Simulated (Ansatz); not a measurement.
**C4H11P: vertical ionisation energy**

Aim: the vertical ionisation energy of C4H11P, as cation minus neutral at the neutral's geometry, on several levels, and how well −ε(HOMO) stands in for it.

The runs use Ansatz 0.2.0, Gaussian basis; unrestricted cation, the program's frozen cores in correlated methods.

Plan: UKS PBE-D4/def2-TZVPP; UKS r2SCAN-D4/def2-TZVPP; UKS PBE0-D4/def2-TZVPP; UKS B3LYP-D4/def2-TZVPP; UKS wB97X-V/def2-TZVPP; UKS wB97M-V/def2-TZVPP; UKS B2PLYP/def2-TZVPP; UHF-CCSD(T)/def2-TZVPP; UHF-MP2/def2-QZVPP; extrapolation to the limit; then −ε(HOMO) from the neutral's earlier runs with LDA (SPW92), PBE-D4, revPBE-D4, BLYP-D4, r2SCAN-D4, B97M-V, PBE0-D4, B3LYP-D4, r2SCANh-D4, r2SCAN0-D4, HSE06-D4, BHLYP-D4, CAM-B3LYP-D4, LC-ωPBE, ωB97X-V, ωB97M-V.

### 1 The geometry

The geometry comes from an earlier relaxation with PBE0-D4 in a triple-zeta def2 set; it is a stationary point, not always the lowest conformer.

SMILES `C=P(C)(C)C`, 16 atoms, charge 0, spin multiplicity 1.

Atoms are counted from 1 here; the program's logs count them from 0.

Bond lengths: C1–P2 1.663 Å, C1–H6 1.083 Å, C1–H7 1.083 Å, P2–C3 1.809 Å, P2–C4 1.809 Å, P2–C5 1.839 Å, C3–H8 1.091 Å, C3–H9 1.092 Å, C3–H10 1.090 Å, C4–H11 1.092 Å, C4–H12 1.091 Å, C4–H13 1.090 Å, C5–H14 1.092 Å, C5–H15 1.094 Å, C5–H16 1.092 Å. Angles: P2–C1–H6 118.2°, P2–C1–H7 118.2°, H6–C1–H7 117.0°, C1–P2–C3 110.9°, C1–P2–C4 110.9°, C1–P2–C5 122.5°, C3–P2–C4 107.7°, C3–P2–C5 101.8°, C4–P2–C5 101.8°, P2–C3–H8 111.5°, P2–C3–H9 108.6°, P2–C3–H10 109.2°, H8–C3–H9 108.8°, H8–C3–H10 110.2°, H9–C3–H10 108.5°, P2–C4–H11 108.6°, P2–C4–H12 111.5°, P2–C4–H13 109.2° and more.

### 2 Cation, UKS PBE-D4/def2-TZVPP

Input file in.yaml:

```yaml
crystal:
  periodic: [false, false, false]
  atoms:
    - {symbol: C, position_ang: [0.345970, 1.428269, -1.257964]}
    - {symbol: P, position_ang: [0.040941, 0.201778, -0.176666]}
    - {symbol: C, position_ang: [0.925422, 0.476676, 1.376728]}
    - {symbol: C, position_ang: [0.579208, -1.392340, -0.840032]}
    - {symbol: C, position_ang: [-1.654077, -0.190353, 0.418710]}
    - {symbol: H, position_ang: [0.314286, 2.449151, -0.896540]}
    - {symbol: H, position_ang: [0.095256, 1.267132, -2.299595]}
    - {symbol: H, position_ang: [0.686182, -0.290943, 2.114652]}
    - {symbol: H, position_ang: [0.634622, 1.451010, 1.774787]}
    - {symbol: H, position_ang: [1.997183, 0.488949, 1.180752]}
    - {symbol: H, position_ang: [0.075591, -1.560154, -1.794257]}
    - {symbol: H, position_ang: [0.332037, -2.211361, -0.162465]}
    - {symbol: H, position_ang: [1.653946, -1.361602, -1.016664]}
    - {symbol: H, position_ang: [-2.279068, -0.430736, -0.443867]}
    - {symbol: H, position_ang: [-1.677990, -1.024626, 1.125563]}
    - {symbol: H, position_ang: [-2.069500, 0.699158, 0.896859]}
basis:
  gaussian: {orbitals: def2-TZVPP}
total_charge: 1
magnetization: {spin_polarized: true, initial_magnetization: 1}
hamiltonian: {xc: pbe, dispersion: d4}
```

The run is started by

```sh
$ ansatz run in.yaml --threads 2 --pin off --events-out ev --progress --plain --max-ram 22528MiB --backend cuda --devices 0, --max-vram 18GiB
```

The runs that follow: Cation, UKS r2SCAN-D4/def2-TZVPP; Cation, UKS PBE0-D4/def2-TZVPP; Cation, UKS B3LYP-D4/def2-TZVPP; Cation, UKS wB97X-V/def2-TZVPP; Cation, UKS wB97M-V/def2-TZVPP; Cation, UKS B2PLYP (frozen core)/def2-TZVPP; Cation, UHF-CCSD(T)/def2-TZVPP; Cation, UHF-MP2/def2-QZVPP.

Q: Predict the results of all the runs planned. Wanted: ionisation energy, CCSD(T)/CBS; nearest functional by difference; nearest −ε(HOMO); −ε(HOMO) of PBE; T1 of the cation.

**Answer**, as computed:

```
                        quantity                value
  ionisation energy, CCSD(T)/CBS              6.91 eV
nearest functional by difference  B3LYP-D4 (-0.10 eV)
                nearest −ε(HOMO)   ωB97M-V (+0.07 eV)
                 −ε(HOMO) of PBE              3.70 eV
                T1 of the cation                0.011
```

In words: Energy differences with functionals land within 0.31 eV of the reference. −ε(HOMO) of PBE misses by 3.2 eV, since self-interaction lifts the level. Among orbital estimates ωB97M-V comes nearest. Hartree-Fock falls 1.59 eV short, as the neutral has more correlation energy than the cation. The cation may have settled in a state other than its lowest; no search over hole states beyond the program's own was made.
